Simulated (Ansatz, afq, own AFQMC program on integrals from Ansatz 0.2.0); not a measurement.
**BO, doublet: AFQMC among the cluster methods**

```yaml
atoms:
  - { symbol: B, position_ang: [0.0000, 0.0000, 0.0000] }
  - { symbol: O, position_ang: [0.0000, 0.0000, 1.0800] }
```

Basis 6-31G. Noble-gas cores (and the filled d shells of Ga–Kr and In–Xe) are frozen. Ansatz 0.2.0 and our own AFQMC program on the same integrals; the CISD trial comes from CCSD amplitudes, and released means the phaseless constraint is let go. Free projection: walkers drawn from exp(T), propagated without any constraint. Its projection time is finite, and what remains of the start isn't in its error. Error bars are statistical, one sigma.

Determinant: UHF, the one that the program's search chose, which needn't be the lowest solution. The geometry is a point of a scan.

Full CI on the same integrals is exact in this basis and with this determinant's frozen core.

Cautions: the ph-AFQMC/HF walk drifts between its halves (2.3 errors).

- T1 diagnostic: 0.0243
- weight of the determinant in the CISD state: 0.925
- ⟨S²⟩ of the determinant: 0.794
- size of the correlated space: 9 electrons in 16 orbitals

```tsv
level	correlation energy (eV)
MP2	-4.3360
CCSD	-4.4126
CCSD(T)	-4.5362
```

Problem. Estimate where full CI lies against CCSD(T) on the same integrals.

Solution. 2.9 kJ/mol below CCSD(T).

Reference: full CI, correlation energy -4.566 eV. The released energy is read at 2.40 1/Eh (meV from the phaseless value at times in 1/Eh: -3 ± 4 at 0.24, -3.2 ± 2.5 at 0.51, -2 ± 3 at 0.99, 1.3 ± 2.3 at 1.62, -1 ± 3 at 2.40).

```
         level  E − E(reference) (kJ/mol)  share of correlation (%)
       CCSD(T)                        2.9                     99.34
         CCSDT                        1.2                     99.73
      CCSDT(Q)                       -0.3                    100.07
        CCSDTQ                        0.0                     99.99
   ph-AFQMC/HF                 -5.3 ± 2.4                    101.21
 ph-AFQMC/CISD                  0.1 ± 0.4                     99.98
released AFQMC                 -0.1 ± 0.3                    100.01
    free AFQMC                 -0.2 ± 0.3                    100.04
```

CCSDT and higher add their correlation energy to the determinant of the CCSD(T) run, since their own runs factorise the integrals more tightly (a shift of under 2 meV). Free projections are given only where their last times agree within the noise and don't stop above the reference; a slow remainder of the start can still hide under it. A walk keeps the symmetry of its determinant, which the program's search chose and which needn't be the lowest solution, so a lower state of the same spin and another symmetry isn't excluded. Released energies are given only where the last usable release times agree within the noise; a slower fall can still hide under it.
